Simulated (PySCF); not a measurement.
Method: PBE0/[S def2-TZVP, H def2-TZVP], no relativity, density fitting, PySCF.

```xyz
3
charge 0 multiplicity 1, angstrom
S     0.0000    0.0000   -0.0551
H     0.9675    0.0000    0.8739
H    -0.9675    0.0000    0.8739
```

H₂S (singlet), along the line from S1 (at 0) through H2 (at 1.341 Å).

Question: Tabulate the fields along this line at -0.40, -0.34, -0.27, -0.20, -0.13, -0.07, 0.07, 0.13, 0.20, 0.27, 0.34, 0.40, 0.47, 0.54, 0.60, 0.67, 0.74, 0.80, 0.87, 0.94, 1.01, 1.07, 1.14, 1.21, 1.27, 1.41, 1.48, 1.54, 1.61, 1.68, 1.74, 1.81, 1.88, 1.94, 2.01, 2.08, 2.15 Å.

Answer: 
```csv
distance (Å),electron density (e/Å³),electron localisation function,electrostatic potential (V)
-0.40,4.13,0.206,119
-0.34,10.2,0.621,168
-0.27,26.6,0.842,252
-0.20,64.6,0.856,422
-0.13,130,0.592,841
-0.07,445,0.392,2310
0.07,445,0.397,2310
0.13,128,0.581,842
0.20,63.8,0.85,423
0.27,26.5,0.836,253
0.34,10.3,0.614,168
0.40,4.29,0.208,119
0.47,2.29,0.0869,87.5
0.54,1.7,0.132,65.4
0.60,1.54,0.349,49.5
0.67,1.5,0.666,38
0.74,1.48,0.853,29.9
0.80,1.46,0.928,24.6
0.87,1.46,0.96,21.9
0.94,1.47,0.977,21.7
1.01,1.53,0.987,24.7
1.07,1.64,0.993,32.1
1.14,1.8,0.997,47.4
1.21,2.02,0.999,81.4
1.27,2.37,1,188
1.41,2.07,1,187
1.48,1.49,1,81
1.54,1.09,0.999,46.4
1.61,0.787,0.999,29.9
1.68,0.563,0.997,20.5
1.74,0.404,0.996,14.7
1.81,0.292,0.994,10.9
1.88,0.212,0.991,8.3
1.94,0.154,0.988,6.45
2.01,0.112,0.984,5.12
2.08,0.0825,0.979,4.14
2.15,0.0611,0.975,3.4
```

On a grid of 0.07 Å the density has a local minimum along the bond near 0.80 Å from S, at 1.46 e/Å³, where the ELF is 0.93.
